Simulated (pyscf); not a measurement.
**Four-centre exchange: H₂N–SiH₂–NH₂ + ammonia (NH₃) → H₂N–SiH₂–NH₂ + ammonia (NH₃)**

Gas phase, singlet surface, charge 0. Bonds broken: N1–H11, H4–N10. Bonds formed: N1–H4, N10–H11. Structures and frequencies: ωB97X-D3(BJ)/def2-SVP in PySCF.

Transition state (Å):

```xyz
13

N     -1.3107     0.7774     0.4242
Si    -0.2369     0.6450    -0.8943
N     -0.4679    -0.6850    -2.0026
H     -0.7200     0.0507     1.8165
H     -2.2934     0.8856     0.1684
H     -0.1294     1.8171    -1.8363
H      1.1155     0.5262    -0.2205
H     -0.7546    -0.4999    -2.9568
H     -0.8369    -1.5706    -1.6735
N     -0.1964     0.6899     2.5547
H     -0.5663     1.4051     1.7923
H      0.8169     0.5766     2.5690
H     -0.6071     0.7516     3.4850
```

One imaginary mode, 1239i cm⁻¹; descent along it reached the two sides named, in the forms told below.

| bond | change | reactant side (Å) | saddle | product side |
|---|---|---|---|---|
| N1–H11 | breaks | 1.024 | 1.679 | 3.6 |
| H4–N10 | breaks | 1.020 | 1.108 | 2.091 |
| N1–H4 | forms | 3.5 | 1.678 | 1.023 |
| N10–H11 | forms | 2.090 | 1.109 | 1.020 |

Electronic energies relative to the separated reactants (eV):

```tsv
level	barrier	reaction energy	reverse barrier
ωB97X-D3(BJ)/def2-TZVP	2.09	0.00	2.09
PBE/def2-TZVP	1.76	0.00	1.76
r²SCAN/def2-TZVP	1.90	0.00	1.90
B3LYP-D3(BJ)/def2-TZVP	1.98	0.00	1.98
PBE0-D3(BJ)/def2-TZVP	1.90	0.00	1.90
M06-2X/def2-TZVP	2.06	0.00	2.06
ωB97M-D3(BJ)/def2-TZVP	2.03	0.00	2.03
HF/def2-TZVP	2.81	0.00	2.81
```

With ωB97M-D3(BJ)/def2-TZVP energies and thermal terms (ideal gas, 1 atm, RRHO with modes under 100 cm⁻¹ raised to 100, one conformer, R ln 2 for chiral ones without a mode under 150 cm⁻¹), in eV:

```json
[
 {"T (K)": "298", "ΔH‡": "1.96", "ΔG‡": "2.39", "ΔH": "0.00", "ΔG": "0.00"},
 {"T (K)": "600", "ΔH‡": "1.96", "ΔG‡": "2.82", "ΔH": "0.00", "ΔG": "0.00"},
 {"T (K)": "900", "ΔH‡": "1.99", "ΔG‡": "3.24", "ΔH": "0.00", "ΔG": "0.00"},
 {"T (K)": "1200", "ΔH‡": "2.02", "ΔG‡": "3.65", "ΔH": "0.00", "ΔG": "0.00"}
]
```

On the reactant side the descent ends in a complex (not fully relaxed), 0.20 eV under the separated species and 2.29 eV under the saddle at ωB97X-D3(BJ)/def2-TZVP. On the product side the descent ends in a complex (not fully relaxed), 0.21 eV under the separated species and 2.29 eV under the saddle at ωB97X-D3(BJ)/def2-TZVP. The same reactants have a lower exit, to H₂N–SiH(NH₂)–NH₂ + H₂ (barrier +1.25 eV at ωB97M-D3(BJ)/def2-TZVP, against +2.03 eV here). One saddle was located; it need not be the lowest between these sides.
